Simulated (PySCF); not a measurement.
```xyz
10

C     -1.2705    -0.2502    -0.0744
C     -0.0115     0.2838     0.5799
C      1.2760     0.1148    -0.2026
O     -0.0332     0.8195     1.6749
H     -2.1350    -0.0804     0.5765
H     -1.1657    -1.3267    -0.2820
H     -1.4335     0.2419    -1.0460
H      2.1166     0.5370     0.3586
H      1.1953     0.6105    -1.1827
H      1.4615    -0.9517    -0.4051
```

Charge 0, multiplicity 1.

Task: Give the Mulliken and meta-Löwdin atomic charges from PySCF 2.14.0 with PBE-D3(BJ)/def2-TZVP.

Result: 
```csv
atom,Mulliken (e),meta-Löwdin (e)
C1,-0.33,-0.40
C2,0.14,0.38
C3,-0.33,-0.40
O4,-0.25,-0.39
H5,0.13,0.14
H6,0.12,0.13
H7,0.12,0.13
H8,0.13,0.14
H9,0.12,0.13
H10,0.12,0.13
```
